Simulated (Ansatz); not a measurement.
Reaction (SMILES): [O]Cl (O-Cl) → Cl atom + O atom
B3LYP-D3(BJ)/def2-TZVP geometries, fixed; electronic energies without zero-point terms.
Largest species:
```xyz
2

Cl     0.0000     0.0000    -0.5055
O      0.0000     0.0000     1.0742
```
Charge 0, spin multiplicity 2.

How fast the atomisation energy converges with the basis for several methods (Ansatz, a quantum-chemistry and plane-wave program): deviation from each method's own reference, in kcal/mol. References: B2PLYP 65.17 kcal/mol, the value in aug-cc-pV(5+d)Z; B3LYP 66.66 kcal/mol, the value in aug-cc-pV(5+d)Z; CCSD(T) 64.14 kcal/mol, Hartree-Fock in aug-cc-pV(Q+d)Z plus the correlation part extrapolated as X^-3 from aug-cc-pV(T+d)Z and aug-cc-pV(Q+d)Z; HF 6.50 kcal/mol, the value in pcseg-4; MP2 64.12 kcal/mol, Hartree-Fock in aug-cc-pV(Q+d)Z plus the correlation part extrapolated as X^-3 from aug-cc-pV(T+d)Z and aug-cc-pV(Q+d)Z; PBE 81.76 kcal/mol, the value in aug-cc-pV(5+d)Z. Cartesian d functions, on some or all atoms, in 6-31G**; all else is spherical. In correlated methods cores are frozen. Open shells are unrestricted. No added dispersion term, no relativity. 

```tsv
basis	functions	B2PLYP	B3LYP	CCSD(T)	HF	MP2	PBE
STO-3G	14	-34.24	-20.95	-48.84	-16.18	-57.12	-23.45
6-31G	22	-46.07	-38.45	-56.49	-40.34	-60.28	-39.25
pcseg-0	22	-47.05	-39.13	-57.29	-40.65	-61.20	-40.08
3-21G	22	-41.76	-33.37	-52.63	-33.61	-56.46	-34.23
6-31G**	34	-11.10	-7.34	-17.61	-6.92	-18.24	-7.81
cc-pV(D+d)Z	37	-12.02	-6.96	-20.90	-8.50	-21.39	-7.06
6-311++G(2d,2p)	62	-7.51	-4.71	-13.93	-5.16	-14.33	-4.59
pcseg-2	64	-3.44	-2.39	-6.07	-1.86	-6.45	-2.41
cc-pV(T+d)Z	69	-2.94	-1.28	-7.06	-1.20	-6.85	-1.21
def2-TZVPP	73	-2.56	-1.07	-6.45	-1.13	-6.37	-0.96
aug-cc-pV(T+d)Z	101	-1.58	-0.68	-4.19	-0.73	-4.40	-0.66
cc-pV(Q+d)Z	119	-1.00	-0.38	-2.95	-0.46	-2.84	-0.35
```

Mean absolute deviation over 6-311++G(2d,2p), pcseg-2, cc-pV(T+d)Z, def2-TZVPP, aug-cc-pV(T+d)Z: PBE 1.97, HF 2.02, B3LYP 2.03, B2PLYP 3.61, CCSD(T) 7.54, MP2 7.68 kcal/mol.
